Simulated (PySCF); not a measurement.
Level of theory: PySCF with B3LYP-D3(BJ)/def2-TZVP // BP86-D3(BJ)/def2-SVP. Gas-phase values, no solvent. B3LYP has the VWN-RPA correlation part, as in Gaussian. 

Reference species (SMILES): `CN(C)C` (neutral, multiplicity 1).

| Item | Result |
|---|---|
| HOMO–LUMO gap | 6.72 eV |
| HOMO | -5.94 eV |

Changed species: `C#N` (free ligand NCH; the reference has free ligand N(CH3)3).

Question: Give the shifts of the HOMO–LUMO gap and HOMO.

Answer: the HOMO–LUMO gap increases by 3.11 eV, to 9.83 eV; the HOMO falls by 4.09 eV, to -10.03 eV.
